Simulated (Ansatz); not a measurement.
Rutile CrO₂ was calculated with PBE-D3(BJ) (plane waves, PAW; Ansatz, an electronic-structure program).

Numerical settings: plane-wave cutoff 520 eV, 12×12×18 k mesh (along the axes of the cell as run), Fermi–Dirac smearing 0.05 eV, spin-polarised with parallel moments, scalar-relativistic PAW data made under PBE.

Cell (relaxed at this level):

```xyz
6
Lattice="4.4206 0.0000 0.0000 0.0000 4.4206 0.0000 0.0000 0.0000 2.9119" Properties=species:S:1:pos:R:3 pbc="T T T"
Cr     0.0000     0.0000     0.0000
Cr     2.2103     2.2103     1.4559
O      1.3404     1.3404     0.0000
O      3.5507     0.8699     1.4559
O      0.8699     3.5507     1.4559
O      3.0802     3.0802     0.0000
```
Starting moments (μB, in the order of the record's atoms Cr Cr O O O O): 2.5 2.5 0.0 0.0 0.0 0.0.

Task: Give the computed bulk modulus, magnetic moment (largest site, within a sphere) and pressure derivative B′ of the bulk modulus.

Result: 
- bulk modulus = 240 GPa
- magnetic moment (largest site, within a sphere) = 1.73 μB
- pressure derivative B′ of the bulk modulus = 5.0

The run finds no gap.

Measured, for comparison: bulk modulus 242 ± 2 GPa (temperature not stated, no zero-point or thermal correction, equation of state from high-pressure X-ray diffraction; as tabulated in Datta et al. (2023), arXiv:2307.04584). Computed (rounded) less measured: bulk modulus -0.8 % (inside the measured uncertainty).

Note: the bulk modulus comes from volumes at which shape and atoms were relaxed.

Moments are spin moments.

Computed values are for the static lattice.

Cost on a shared machine: roughly 40 core-minutes.
